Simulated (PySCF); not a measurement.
## Working with the constants of LiB

UHF-CCSD(T) constants of LiB, ³Π (triplet), unpaired electrons σ ↑, π ↑ (PySCF, no relativity, basis sets Li def2-TZVPP, B def2-TZVPP; masses 7.0160 and 11.0093 u):

```
ωe           : 544.2 cm⁻¹
ωexe         : 5.73 cm⁻¹
Be           : 0.85971 cm⁻¹
αe           : 0.0129 cm⁻¹
De to Li + B : 1.14 eV
```

**Question.** What force constant and bond length do these constants imply?

**Answer.** Reduced mass μred = 4.2852 u; k = 5.8918×10⁻⁷·μred·ωe² (u, cm⁻¹, mdyn/Å) = 0.748 mdyn/Å; Re = √(16.8576/(μred·Be)) (u, cm⁻¹, Å) = 2.139 Å.

**Question.** Estimate the centrifugal constant D from the Kratzer relation and find the Dunham coefficient a1.

**Answer.** D = 4Be³/ωe² = 8.58e-06 cm⁻¹; a1 = −1 − αeωe/(6Be²) = -2.58.

Correlated steps freeze 1 core orbital. The state was picked by a PBE0 search and need not be the measured ground state.
